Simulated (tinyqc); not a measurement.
Coupled-perturbed Hartree-Fock on RHF in the sto-6g basis, for H2F+, spin multiplicity 1, step by step. One step of it, computed by the program tinyqc.

Task: Integrals over molecular orbitals. (pq|rs) = sum C_ip C_jq C_kr C_ls (ij|kl), one index at a time.

coefficients C:
```
              MO1        MO2        MO3        MO4       MO5        MO6        MO7
1F 1s    0.997161  -0.239939   0.000000   0.051713  0.000000   0.088660   0.000000
1F 2s    0.012526   0.965877   0.000000  -0.276839  0.000000  -0.570164   0.000000
1F 2px   0.000000   0.000000   0.000000   0.000000  1.000000   0.000000   0.000000
1F 2py   0.000000   0.000000   0.742911   0.000000  0.000000   0.000000   0.776951
1F 2pz   0.001345   0.078877   0.000000   0.889997  0.000000  -0.498537   0.000000
2H 1s   -0.002064   0.074871   0.343274   0.214303  0.000000   0.723779  -0.744359
3H 1s   -0.002064   0.074871  -0.343274   0.214303  0.000000   0.723779   0.744359
```

core Hamiltonian H = T + V (hartree), lower triangle:
```
             1F 1s       1F 2s     1F 2px     1F 2py     1F 2pz      2H 1s      3H 1s
1F 1s   -41.381932
1F 2s    -9.231590  -11.348369
1F 2px    0.000000    0.000000  -9.130351
1F 2py    0.000000    0.000000   0.000000  -9.237955
1F 2pz   -0.011176   -0.130494   0.000000   0.000000  -9.168197
2H 1s    -1.308693   -3.031382   0.000000  -1.786714  -1.089908  -4.969611
3H 1s    -1.308693   -3.031382   0.000000   1.786714  -1.089908  -0.936475  -4.969611
```

Two-electron integrals (ij|kl) in chemists' order, unique and non-zero (hartree):
```
(11|11) 5.406240    (21|11) 0.768129    (21|21) 0.138909    (22|11) 1.266271
(22|21) 0.283987    (22|22) 0.926367    (31|31) 0.029452    (32|31) 0.044681
(32|32) 0.204753    (33|11) 1.266273    (33|21) 0.283987    (33|22) 0.926366
(33|33) 0.998085    (41|41) 0.029452    (42|41) 0.044681    (42|42) 0.204753
(43|43) 0.053789    (44|11) 1.266273    (44|21) 0.283987    (44|22) 0.926366
(44|33) 0.890506    (44|44) 0.998085    (51|51) 0.029452    (52|51) 0.044681
(52|52) 0.204753    (53|53) 0.053789    (54|54) 0.053789    (55|11) 1.266273
(55|21) 0.283987    (55|22) 0.926366    (55|33) 0.890506    (55|44) 0.890506
(55|55) 0.998085    (61|11) 0.115249    (61|21) 0.019985    (61|22) 0.039989
(61|33) 0.039922    (61|41) 0.000748    (61|42) 0.001465    (61|44) 0.040072
(61|51) 0.000444    (61|52) 0.000869    (61|54) 0.000089    (61|55) 0.039975
(61|61) 0.002923    (62|11) 0.298563    (62|21) 0.067997    (62|22) 0.248307
(62|33) 0.244763    (62|41) 0.004249    (62|42) 0.032356    (62|44) 0.252627
(62|51) 0.002520    (62|52) 0.019189    (62|54) 0.004664    (62|55) 0.247529
(62|61) 0.009792    (62|62) 0.083278    (63|31) 0.007460    (63|32) 0.043033
(63|43) 0.006721    (63|53) 0.003986    (63|63) 0.012055    (64|11) 0.177574
(64|21) 0.041004    (64|22) 0.160049    (64|33) 0.153350    (64|41) 0.009672
(64|42) 0.062546    (64|44) 0.171716    (64|51) 0.001312    (64|52) 0.011573
(64|54) 0.006906    (64|55) 0.155081    (64|61) 0.006153    (64|62) 0.065886
(64|64) 0.063737    (65|11) 0.105312    (65|21) 0.024318    (65|22) 0.094919
(65|33) 0.090945    (65|41) 0.001312    (65|42) 0.011573    (65|44) 0.093866
(65|51) 0.008238    (65|52) 0.049896    (65|54) 0.008453    (65|55) 0.099945
(65|61) 0.003649    (65|62) 0.039074    (65|64) 0.030651    (65|65) 0.030232
(66|11) 0.468659    (66|21) 0.108742    (66|22) 0.457182    (66|33) 0.442273
(66|41) 0.008277    (66|42) 0.088545    (66|44) 0.475362    (66|51) 0.004909
(66|52) 0.052513    (66|54) 0.019624    (66|55) 0.453911    (66|61) 0.015762
(66|62) 0.201212    (66|64) 0.184480    (66|65) 0.109407    (66|66) 0.774999
(71|11) 0.115249    (71|21) 0.019985    (71|22) 0.039989    (71|33) 0.039922
(71|41) -0.000748   (71|42) -0.001465   (71|44) 0.040072    (71|51) 0.000444
(71|52) 0.000869    (71|54) -0.000089   (71|55) 0.039975    (71|61) 0.002882
(71|62) 0.009478    (71|64) 0.005470    (71|65) 0.003535    (71|66) 0.015117
(71|71) 0.002923    (72|11) 0.298563    (72|21) 0.067997    (72|22) 0.248307
(72|33) 0.244763    (72|41) -0.004249   (72|42) -0.032356   (72|44) 0.252627
(72|51) 0.002520    (72|52) 0.019189    (72|54) -0.004664   (72|55) 0.247529
(72|61) 0.009478    (72|62) 0.066420    (72|64) 0.036456    (72|65) 0.030198
(72|66) 0.128385    (72|71) 0.009792    (72|72) 0.083278    (73|31) 0.007460
(73|32) 0.043033    (73|43) -0.006721   (73|53) 0.003986    (73|63) 0.009259
(73|73) 0.012055    (74|11) -0.177574   (74|21) -0.041004   (74|22) -0.160049
(74|33) -0.153350   (74|41) 0.009672    (74|42) 0.062546    (74|44) -0.171716
(74|51) -0.001312   (74|52) -0.011573   (74|54) 0.006906    (74|55) -0.155081
(74|61) -0.005470   (74|62) -0.036456   (74|64) -0.011250   (74|65) -0.016261
(74|66) -0.065022   (74|71) -0.006153   (74|72) -0.065886   (74|74) 0.063737
(75|11) 0.105312    (75|21) 0.024318    (75|22) 0.094919    (75|33) 0.090945
(75|41) -0.001312   (75|42) -0.011573   (75|44) 0.093866    (75|51) 0.008238
(75|52) 0.049896    (75|54) -0.008453   (75|55) 0.099945    (75|61) 0.003535
(75|62) 0.030198    (75|64) 0.016261    (75|65) 0.022786    (75|66) 0.064054
(75|71) 0.003649    (75|72) 0.039074    (75|74) -0.030651   (75|75) 0.030232
(76|11) 0.085175    (76|21) 0.019608    (76|22) 0.078006    (76|33) 0.076681
(76|44) 0.078230    (76|51) 0.001170    (76|52) 0.010750    (76|55) 0.079106
(76|61) 0.002789    (76|62) 0.025939    (76|64) 0.018010    (76|65) 0.013926
(76|66) 0.066903    (76|71) 0.002789    (76|72) 0.025939    (76|74) -0.018010
(76|75) 0.013926    (76|76) 0.010176    (77|11) 0.468659    (77|21) 0.108742
(77|22) 0.457182    (77|33) 0.442273    (77|41) -0.008277   (77|42) -0.088545
(77|44) 0.475362    (77|51) 0.004909    (77|52) 0.052513    (77|54) -0.019624
(77|55) 0.453911    (77|61) 0.015117    (77|62) 0.128385    (77|64) 0.065022
(77|65) 0.064054    (77|66) 0.276845    (77|71) 0.015762    (77|72) 0.201212
(77|74) -0.184480   (77|75) 0.109407    (77|76) 0.066903    (77|77) 0.774999
```

Give: one-electron integrals over orbitals h = C^T H C; Two-electron integrals over orbitals.

Result:

one-electron integrals over orbitals h = C^T H C (hartree), lower triangle:
```
          1        2        3        4        5        6        7
1  -41.3687
2    0.7096  -9.6419
3    0.0000   0.0000  -7.8717
4   -0.1446   0.3466   0.0000  -8.6275
5    0.0000   0.0000   0.0000   0.0000  -9.1304
6   -0.2639   1.2787   0.0000   1.4378   0.0000  -5.3798
7    0.0000   0.0000  -2.2481   0.0000   0.0000   0.0000  -5.9126
```

Two-electron integrals over orbitals (pq|rs), unique and non-zero (hartree):
```
(11|11) 5.3818    (21|11) -0.5221   (21|21) 0.0819    (22|11) 1.2307
(22|21) -0.0220   (22|22) 0.8639    (31|31) 0.0176    (32|31) 0.0253
(32|32) 0.1526    (33|11) 0.9702    (33|21) -0.0078   (33|22) 0.7458
(33|33) 0.7134    (41|11) 0.1144    (41|21) -0.0158   (41|22) 0.0113
(41|33) 0.0039    (41|41) 0.0284    (42|11) -0.0916   (42|21) 0.0071
(42|22) -0.0072   (42|33) -0.0067   (42|41) 0.0312    (42|42) 0.1645
(43|31) -0.0029   (43|32) 0.0085    (43|43) 0.0477    (44|11) 1.1577
(44|21) -0.0133   (44|22) 0.8223    (44|33) 0.7006    (44|41) -0.0096
(44|42) -0.0822   (44|44) 0.8804    (51|51) 0.0304    (52|51) 0.0394
(52|52) 0.1846    (53|53) 0.0372    (54|51) -0.0080   (54|52) -0.0295
(54|54) 0.0522    (55|11) 1.2660    (55|21) -0.0137   (55|22) 0.8869
(55|33) 0.7341    (55|41) 0.0028    (55|42) -0.0486   (55|44) 0.8324
(55|55) 0.9981    (61|11) 0.2026    (61|21) -0.0332   (61|22) 0.0055
(61|33) 0.0020    (61|41) -0.0059   (61|42) -0.0182   (61|44) 0.0109
(61|55) 0.0050    (61|61) 0.0194    (62|11) -0.2735   (62|21) 0.0079
(62|22) -0.1364   (62|33) -0.0827   (62|41) -0.0168   (62|42) -0.0451
(62|44) -0.0990   (62|55) -0.1411   (62|61) 0.0041    (62|62) 0.0687
(63|31) -0.0035   (63|32) 0.0266    (63|43) 0.0196    (63|63) 0.0730
(64|11) -0.2732   (64|21) 0.0033    (64|22) -0.1498   (64|33) -0.0859
(64|41) -0.0061   (64|42) 0.0054    (64|44) -0.1549   (64|55) -0.1531
(64|61) 0.0014    (64|62) 0.0585    (64|64) 0.0768    (65|51) -0.0126
(65|52) -0.0491   (65|54) -0.0099   (65|65) 0.0231    (66|11) 0.6561
(66|21) -0.0054   (66|22) 0.5431    (66|33) 0.5329    (66|41) 0.0140
(66|42) 0.0622    (66|44) 0.5184    (66|55) 0.5224    (66|61) -0.0042
(66|62) -0.0442   (66|64) -0.0222   (66|66) 0.5287    (71|31) 0.0170
(71|32) 0.0237    (71|43) -0.0029   (71|63) -0.0032   (71|71) 0.0165
(72|31) 0.0179    (72|32) 0.0716    (72|43) -0.0190   (72|63) -0.0236
(72|71) 0.0168    (72|72) 0.0580    (73|11) 0.4331    (73|21) -0.0079
(73|22) 0.2228    (73|33) 0.1664    (73|41) -0.0010   (73|42) -0.0520
(73|44) 0.2063    (73|55) 0.2394    (73|61) 0.0043    (73|62) -0.0675
(73|64) -0.0893   (73|66) 0.0134    (73|73) 0.1646    (74|31) -0.0064
(74|32) -0.0495   (74|43) 0.0070    (74|63) -0.0444   (74|71) -0.0062
(74|72) -0.0109   (74|74) 0.0463    (75|53) 0.0258    (75|75) 0.0200
(76|31) -0.0092   (76|32) -0.0895   (76|43) -0.0505   (76|63) -0.0917
(76|71) -0.0088   (76|72) 0.0022    (76|74) 0.0601    (76|76) 0.1679
(77|11) 0.7784    (77|21) -0.0072   (77|22) 0.5995    (77|33) 0.5975
(77|41) 0.0027    (77|42) 0.0057    (77|44) 0.5776    (77|55) 0.5879
(77|61) 0.0021    (77|62) -0.0423   (77|64) -0.0312   (77|66) 0.5241
(77|73) 0.0709    (77|77) 0.5628
```
